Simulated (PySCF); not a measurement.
**Structure from 2D NMR**

Compound of formula C4H4F2. Correlations simulated from computed shifts and the bond graph:

HSQC (one-bond C–H):
```csv
δH,δC
7.41,164.7
5.98,113.2
4.97,99.5
4.63,99.5
```

COSY cross peaks (H two or three bonds apart, from the bond graph; peaks can be absent where the dihedral angle is near 90°):
```csv
δH,δH
7.41,5.98
4.97,4.63
```

HMBC (two and three bonds, from the bond graph; two-bond peaks within aromatic rings are usually weak or absent):
```csv
δH,δC
7.41,"170.1, 113.2"
5.98,"170.1, 164.7, 99.5"
4.97,"170.1, 113.2"
4.63,"170.1, 113.2"
```

Carbons without hydrogens: δ 170.1.

Computational details: shieldings: GIAO PBE0/pcSseg-1, GFN2-xTB geometry, in PySCF (a single conformation, isolated molecule, relativity neglected).

Chemical shifts δ = σref − σ; 1H (σ = 31.72 ppm) and 13C (σ = 186.93 ppm) against TMS, all at this level.

Exchangeable hydrogens are left out of these lists.

Assemble the structure.

Results:

`C=C(F)/C=C/F`.

Atom-mapped SMILES (the numbers label the heavy atoms): `[CH2:1]=[C:2]([F:3])/[CH:4]=[CH:5]/[F:6]`. Each H is labelled by its parent atom. Ha(C1) is cis to F3; Hb(C1) is trans to F3.

1. δC 170.1 is C2, a fully substituted alkene carbon.
2. δC 164.7 is C5, an alkene CH (δH 7.41).
3. δC 113.2 is C4, an alkene CH (δH 5.98).
4. δC 99.5 is C1, a terminal =CH2 carbon (δH 4.97, 4.63).
5. HMBC from δH 7.41 reaches the proton-free carbon C2.
6. HMBC from δH 5.98 reaches the proton-free carbon C2.
7. HMBC from δH 4.97 reaches the proton-free carbon C2.
8. HMBC from δH 4.63 reaches the proton-free carbon C2.
9. COSY links 7.41–5.98, 4.97–4.63.

This is the structure that produced the data.

Shifts are as computed. Against solution values, carbons near 30 ppm lie about +3 ppm off and those near 130 ppm about +5 ppm (rms about the fit 2.1 ppm; single classes can miss by 10 ppm). Of 1328 compounds with measured shifts, 309 miss one by over three times the rms of a fit or turn the order of signals round; such compounds aren't used in these exercises. Signals without a measured value on file couldn't be tested in this way; 1H shifts scatter by 0.2 ppm about their fit, and single ones miss by 0.5 ppm.
